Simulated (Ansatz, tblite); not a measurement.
# SiHMe3 (C₃H₁₀Si): removing and adding an electron

The task here is to estimate one member of a computed series from the others.

Method: as each input shows; program: Ansatz 0.2.0, Gaussian basis.

Levels to be run: charge +1 doublet, at the geometry of the singlet (PBE0-D4/def2-TZVP, PBE-D4/def2-TZVP, r2SCAN-D4/def2-TZVP, CCSD(T)/def2-TZVP); charge -1 doublet, at the geometry of the singlet (PBE0-D4/def2-TZVPD, PBE-D4/def2-TZVPD, r2SCAN-D4/def2-TZVPD); the starting singlet's energies come from earlier runs.

## The geometry

The geometry is that of the singlet, from an earlier relaxation (PBE-D4/def2-SVP).

14 atoms, charge 0, spin multiplicity 1.

Atoms are counted from 1 here; the program's logs count them from 0.

Bond lengths: Si1–H2 1.512 Å, Si1–C3 1.894 Å, Si1–C7 1.894 Å, Si1–C11 1.894 Å, C3–H4 1.110 Å, C3–H5 1.110 Å, C3–H6 1.110 Å, C7–H8 1.109 Å, C7–H9 1.110 Å, C7–H10 1.109 Å, C11–H12 1.110 Å, C11–H13 1.109 Å, C11–H14 1.110 Å. Angles: H2–Si1–C3 108.7°, H2–Si1–C7 108.7°, H2–Si1–C11 108.7°, C3–Si1–C7 110.2°, C3–Si1–C11 110.2°, C7–Si1–C11 110.2°, Si1–C3–H4 111.2°, Si1–C3–H5 110.8°, Si1–C3–H6 111.2°, H4–C3–H5 107.8°, H4–C3–H6 107.8°, H5–C3–H6 107.8°, Si1–C7–H8 111.2°, Si1–C7–H9 110.8°, Si1–C7–H10 111.2°, H8–C7–H9 107.8°, H8–C7–H10 107.8°, H9–C7–H10 107.8° and more.

The first run:

Contents of in.yaml:

```yaml
crystal:
  periodic: [false, false, false]
  atoms:
    - {symbol: Si, position_ang: [0.001561, 0.000962, 0.495998]}
    - {symbol: H, position_ang: [0.006465, 0.003904, 2.008115]}
    - {symbol: C, position_ang: [1.793948, 0.005356, -0.117012]}
    - {symbol: H, position_ang: [2.341071, 0.898991, 0.247791]}
    - {symbol: H, position_ang: [1.830191, 0.013690, -1.226520]}
    - {symbol: H, position_ang: [2.340797, -0.893921, 0.234189]}
    - {symbol: C, position_ang: [-0.902383, 1.550955, -0.111227]}
    - {symbol: H, position_ang: [-1.950943, 1.572046, 0.250763]}
    - {symbol: H, position_ang: [-0.924772, 1.584071, -1.220602]}
    - {symbol: H, position_ang: [-0.401448, 2.474078, 0.246354]}
    - {symbol: C, position_ang: [-0.892666, -1.556940, -0.105355]}
    - {symbol: H, position_ang: [-1.942883, -1.580446, 0.251693]}
    - {symbol: H, position_ang: [-0.389240, -2.475482, 0.260441]}
    - {symbol: H, position_ang: [-0.909689, -1.597252, -1.214619]}
basis:
  gaussian: {orbitals: def2-SVP}
total_charge: 1
magnetization: {spin_polarized: true, initial_magnetization: 1}
hamiltonian: {xc: pbe0, dispersion: d4}
output: {orbitals: {seedname: orbitals}}
```

Command:

```
> ansatz run in.yaml --threads 4 --pin off --events-out ev --progress --plain --max-ram 3916MiB
```

Steps of the session up to this table: Charge +1 doublet at the fixed geometry, first pass, PBE0-D4/def2-SVP; Charge +1 doublet at the fixed geometry, PBE0-D4/def2-TZVP; Charge +1 doublet at the fixed geometry, PBE-D4/def2-TZVP; Charge +1 doublet at the fixed geometry, r2SCAN-D4/def2-TZVP; Charge +1 doublet at the fixed geometry, CCSD(T)/def2-TZVP.

One of the session's tables, all rows but one given; the rest of the session is left out.

It belongs to the step «Vertical ionisation energy». 

| method | vertical ionisation energy (eV) |
| --- | --- |
| HF/def2-TZVP | 9.99 |
| PBE-D4/def2-TZVP | 10.13 |
| r2SCAN-D4/def2-TZVP | ? |
| PBE0-D4/def2-TZVP | 10.50 |
| MP2/def2-TZVP | 10.93 |
| CCSD/def2-TZVP | 10.80 |
| CCSD(T)/def2-TZVP | 10.80 |

Q: Estimate the row for r2SCAN-D4/def2-TZVP from the others.

The run gave: vertical ionisation energy (eV): 10.27. In the column «vertical ionisation energy (eV)» it lies between PBE-D4/def2-TZVP (10.13) and PBE0-D4/def2-TZVP (10.50).
